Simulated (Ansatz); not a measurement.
## Ansatz (development build ahead of 0.2.0) run

```yaml
crystal:
  periodic: [false, false, false]
  atoms:
    - { symbol: Si, position_ang: [0.0, 0.0, 0.0] }
    - { symbol: O, position_ang: [0.0, 1.7098, 0.0] }
    - { symbol: O, position_ang: [0.0, -1.7098, 0.0] }
basis:
  gaussian: { orbitals: pcseg-2 }
total_charge: 1
magnetization:
  spin_polarized: true
  initial_magnetization: 1
hamiltonian:
  xc: pbe0
```

The input is written out in the form of the current development build from the run's settings.

Results

```json
{
  "Converged": "yes",
  "Total energy": "-439.24378 hartree",
  "Spin squared of the determinant": "0.865",
  "Stability test": "minimum"
}
```

Caution: the unrestricted determinant is spin contaminated.
